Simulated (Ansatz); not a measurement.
# GaH₃, triplet along the distance Ga1-H3

Starting geometry (PBE0/def2-TZVP stationary point for this spin, not checked as a minimum):

```csv
atom,x (Å),y (Å),z (Å)
Ga,0.0000,0.0277,-0.0457
H,0.0000,-1.4776,-0.5415
H,0.4054,-0.2202,1.8512
H,-0.4054,-0.2202,1.8512
```

From there H3 moves along the line of the two atoms named below, all else staying in place; atoms are numbered as listed. Energies are in kcal/mol, counted from the starting geometry at the same level. Kohn–Sham curves are unrestricted where that lies lower.

Basis cc-pVDZ; Ansatz 0.2.0. Correlated methods freeze the noble-gas cores and the filled d shells of p-block atoms. No spin–orbit coupling is included, and no scalar relativity.

In so small a basis the reference is far from its limit while semilocal and hybrid functionals are nearer theirs (RPA and double hybrids share much of the reference's basis error), so the functionals' errors here hold much of the reference's basis and frozen-core error, which can add to them or hide them.

Full CI is exact within this basis and frozen core; it isn't the basis-set limit.

```
distance Ga1-H3 (Å)  full CI  SPW92   PBE  r2SCAN  PBE0  B3LYP  CAM-B3LYP  wB97M-V  B2PLYP  RPA-PBE
              1.530     13.7    9.6  11.5    10.6  11.5   12.1       11.7     11.8    12.6     13.7
              1.792      1.9    1.4   1.8     1.3   1.5    1.8        1.7      1.6     1.8      2.1
              1.956      0.0    0.0   0.0     0.0   0.0    0.0        0.0      0.0     0.0      0.0
              2.142      1.5    0.7   0.7     1.4   1.4    1.0        1.3      1.5     1.4      1.1
              2.442     12.9    9.0   9.4    11.5  11.7   10.5       11.7     12.4    12.3     11.2
              2.688     25.8   19.8  20.0    23.0  23.5   21.5       23.3     25.2    24.5     23.0
              3.127     35.2   33.0  31.4    33.8  33.8   31.2       32.3     35.5    33.2     33.6
              3.528     34.3   36.5  33.0    35.7  34.5   32.1       32.7     35.4    33.0     32.2
              4.367     32.1   38.4  32.2    36.3  33.3   31.6       31.8     33.5    31.7     29.1
              5.164     31.7   39.0  32.0    36.4  33.0   31.5       31.7     32.9    31.5     28.7
              6.552     31.7   39.2  32.1    36.5  33.1   31.4       31.7     32.9    31.4     28.6
```

(1) Judged by the spread of the error over the points with a reference (largest less smallest), which of these follows full CI best and which worst?

Answers

(1) Subtracting the full CI column from each: best B2PLYP (errors from -2.0 to 0.0, spread 2.0 kcal/mol), worst SPW92 (from -6.1 to 7.5, spread 13.6 kcal/mol). Functionals and wave-function methods converge differently with the basis, so part of this is basis effect.
